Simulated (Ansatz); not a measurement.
Compare A (`C#COCF`) with its isomer B (`FC1C=CO1`).

Calculated with Ansatz (gas phase, PBE0-D4/def2-TZVP geometries, no zero-point term in ΔE). CCSD(T)/CBS adds triple-zeta CCSD(T) − MP2 to the extrapolated MP2 energy (def2 sets, frozen cores). Functionals use def2-TZVPP. B3LYP here is the variant with VWN-RPA as its local correlation; programs differ in this. Each species was taken in one conformer, which may not be the lowest.

Q: Which isomer does CCSD(T)/CBS put lower? Give the gap. (An estimate is asked.)

A: Ansatz gave: B, by 74.5 kJ/mol.

Q: Give E(B) − E(A) in kJ/mol with ωB97M-V, B3LYP, CCSD(T)/def2-TZVPP, MP2/def2-TZVPP, CCSD(T)/def2-SVP, PBE0-D4, BLYP-D4. (Estimate.)

A: Ansatz gave: ωB97M-V -78.4, B3LYP -62.6, CCSD(T)/def2-TZVPP -73.7, MP2/def2-TZVPP -70.6, CCSD(T)/def2-SVP -74.6, PBE0-D4 -88.8, BLYP-D4 -61.9. None reverses the order clearly.

Q: Does the order hold for the free energy at 298.15 K (harmonic terms from PBE0-D4)? (Estimate.)

A: Ansatz gave: Yes: G(B) − G(A) = -64.8 kJ/mol, for one conformer each. Modes under 60 cm⁻¹, often nearly free rotors, make the harmonic entropy too high.

Largest T1 diagnostic: 0.014.

Leaving LDA and LC-ωPBE aside and taking each functional with its dispersion term where it has one, the values, not all of them listed here, spread over 27.0 kJ/mol, from HSE06-D4 to BLYP-D4. LDA lies −15.8 kJ/mol from PBE without D4. From BLYP to BHLYP (50 % exact exchange), in def2-TZVPP and without D4, E(B) − E(A) moves by −4.3 kJ/mol.
